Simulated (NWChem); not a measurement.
Species: BCl$_{3}$; SMILES ClB(Cl)Cl

Program: NWChem. Coordinates come from a PBE0/def2-SVP optimisation. Ions are spin-unrestricted doublets at the neutral geometry; other ion states weren't tried.

Q: Estimate the computed values for PBE/def2-SVP. Quantities: vertical ionisation energy, ΔSCF (eV); −ε(HOMO) (eV).

A: 
```yaml
vertical ionisation energy, ΔSCF (eV): 10.72
"−ε(HOMO) (eV)": 7.43
```
